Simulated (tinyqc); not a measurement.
A ladder of methods, and size consistency: correlation methods against full CI in the sto-3g basis, for H2O, spin multiplicity 1. Computed by the program tinyqc with PySCF. 

Geometry (angstrom):
```
atom,x,y,z
O,0.0000,0.0000,0.0000
H,0.0000,0.7750,0.5790
H,0.0000,-0.7750,0.5790
```

RHF energy of one = -74.963314 hartree

All electrons correlated; +Q is the Davidson correction (1 - c0^2) E_corr. The last columns treat two copies 100 angstrom apart as one system. FCI is the lowest singlet.

Correlation energies (hartree):
```
method,E_corr of one,share of FCI (%),E_corr of two at 100 angstrom,two minus twice one (mhartree)
MP2,-0.03606,71.428,-0.07211,0.000
CISD,-0.04973,98.522,-0.09698,2.490
CISD+Q,-0.05104,101.122,-0.10170,0.387
CCSD,-0.05035,99.751,-0.10071,0.000
CCSD(T),-0.05043,99.895,-0.10085,0.000
FCI,-0.05048,100.000,-,-
```

MP2 recovers 71 %, CISD 98.5 % and CCSD 99.8 % of the FCI value (c0^2 = 0.974 in CISD). MP2 and coupled cluster are size consistent, so their last column vanishes; CISD loses 2.49 mhartree, since a double excitation on each copy is a quadruple of the pair, and the Davidson correction leaves +0.39.
